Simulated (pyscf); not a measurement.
NH₃ (SMILES N) + GaH (SMILES [GaH]) [singlet] → H₂N–GaH₂ (SMILES [NH2][GaH2]), an insertion (singlet surface; H–N broken, Ga–N, Ga–H formed). Structures and frequencies: ωB97X-D3(BJ)/def2-SVP in PySCF. Correlated levels are frozen-core, on RHF or UHF. ΔMP2 is the change of the MP2 total energy from the triple- to the quadruple-zeta basis. Energies in kcal/mol from the separated reactants.

Small-basis levels: PySCF, no dispersion term, spherical d functions. AM1 to PM7: differences of heats of formation from MOPAC. Cost: rough CPU time at the saddle relative to B3LYP/6-31G*+LANL2DZ, from one job on a shared machine.

```tsv
level	barrier	reaction energy	cost
HF/STO-3G	(withheld)	-101.3	0.2
HF/3-21G	35.9	-51.2	0.1
HF/6-31G*+LANL2DZ	60.7	-24.0	0.1
MP2/6-31G*+LANL2DZ	38.9	-31.2	0.1
SVWN5/6-31G*+LANL2DZ	17.1	-38.2	0.8
B3LYP/6-31G*+LANL2DZ	33.8	-32.1	1
M06-2X/6-31G*+LANL2DZ	36.1	-33.9	2
AM1	44.3	+37.3	under 0.02
PM7	(withheld)	-44.8	under 0.02
CCSD(T)/def2-TZVPP + ΔMP2(QZVPP)	(withheld)	-30.1	–
```

Task: Some entries are withheld; supply them.

Result: 
- HF/STO-3G, barrier: 11.6
- PM7, barrier: 20.6
- CCSD(T)/def2-TZVPP + ΔMP2(QZVPP), barrier: 34.8

Against the last row the barrier runs from -23.2 (HF/STO-3G) to +25.9 kcal/mol (HF/6-31G*+LANL2DZ). CCSD(T)/def2-TZVPP + ΔMP2(QZVPP) has limits of its own. On the reactant side the descent ends in a bound adduct, 13.7 kcal/mol under the separated species and 50.5 kcal/mol under the saddle at ωB97X-D3(BJ)/def2-TZVP. The same reactants have a lower exit, to H₂N–Ga [singlet] + H₂ (barrier +14.6 kcal/mol at ωB97M-D3(BJ), against +39.0 kcal/mol here). This is the saddle that the search found; another between the same sides may lie lower. The CCSD(T) − MP2 part came from Ansatz, without density fitting, on the same reference. The frozen core leaves the outer d or s,p core shells of the metals and heavy elements correlated in the MP2 and CC values, and def2-TZVPP describes them poorly, which can shift differences by a few kcal/mol. In the def2 sets elements up to Kr have no core potential.
